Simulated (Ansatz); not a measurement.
**CHP2 (quartet): the correlation ladder at a displaced geometry (v2), cc-pVDZ**

An exercise on one series of results from a longer session: the logs are not shown, and one member is left open.

The runs use Ansatz 0.2.0, Gaussian basis; cc-pVDZ, core rule «outside noble gas», up to 11 orbitals frozen.

Plan: UHF; CCSD(T) on ROHF; CCSD(T) on UHF; BCCD(T) on ROHF; CISD; CCSDT(Q) on ROHF; CCSDT(Q) on UHF.

24 further runs of the same task are left out: 2 for a known fault of the program, 12 that didn't finish, 10 set aside as unsound or not needed.

## The system

The geometry is a PBE0/def2-TZVP stationary point (not a proven minimum) with its atoms shifted at random (size 0.100 Å).

4 atoms, charge 0, spin multiplicity 4.

Atoms are counted from 1 here; the program's logs count them from 0.

Bond lengths: C1–P2 1.651 Å, C1–H4 1.125 Å, P2–P3 2.139 Å. Angles: P2–C1–H4 143.9°, C1–P2–P3 102.4°.

Set-up of the first run:

Contents of in.yaml:

```yaml
crystal:
  periodic: [false, false, false]
  atoms:
    - {symbol: C, position_ang: [0.104654, -0.754845, 1.589838]}
    - {symbol: P, position_ang: [-0.060220, 0.581014, 0.633147]}
    - {symbol: P, position_ang: [0.016400, -0.251958, -1.336031]}
    - {symbol: H, position_ang: [0.099509, -1.117032, 2.654805]}
basis:
  gaussian: {orbitals: cc-pVDZ}
magnetization: {spin_polarized: true, initial_magnetization: 3}
hamiltonian: {xc: hf}
output: {orbitals: {seedname: orbitals}}
```

Launch:

```sh
ansatz run in.yaml --threads 1 --pin off --events-out ev --progress --plain --max-ram 2393MiB
```

Steps of the session up to this table: UHF; CCSD(T) on ROHF; CCSD(T) on UHF; BCCD(T) on ROHF; CISD; CCSDT(Q) on ROHF; CCSDT(Q) on UHF.

One of the session's tables, all rows but one given; the rest of the session is left out.

It belongs to the step «Misses and costs». 

| method | from RCCSDT(Q) (kJ/mol) |
| --- | --- |
| ROHF | +987.4 |
| UHF | +901.9 |
| RMP2 | +164.8 |
| UMP2 | +190.8 |
| CISD | ? |
| RCCSD | +51.3 |
| UCCSD | +48.0 |
| RCCSD(T) | +8.5 |
| UCCSD(T) | +11.0 |
| BCCD(T) | +8.6 |
| RCCSDT | +4.0 |
| UCCSDT | +3.5 |
| RCCSDT(Q) | 0 |
| UCCSDT(Q) | -0.3 |

Estimate the missing values for CISD.

The run gave: from RCCSDT(Q) (kJ/mol): +171.6. In the column «from RCCSDT(Q) (kJ/mol)» it lies between RMP2 (+164.8) and UMP2 (+190.8).

To keep in mind: Restricted and unrestricted rows rest on different reference determinants; where their highest levels disagree by more than a few hundredths of an eV, they describe different states and don't form one ladder.
